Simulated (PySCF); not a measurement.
Computed with B3LYP-D3(BJ)/def2-TZVP (PySCF 2.14.0). Gas-phase values, no solvent. B3LYP has the VWN-RPA correlation part, as in Gaussian. 

Reference species (SMILES): `F[Si](F)F` (neutral, multiplicity 2).

| Quantity | Value |
|---|---|
| highest occupied spin orbital | -7.62 eV |

Changed species: `[Cl]` (radical fragment; the reference has radical fragment).

Task: Give the shifts of the highest occupied spin orbital.

Result: the highest occupied spin orbital decreases by 1.65 eV, to -9.27 eV.
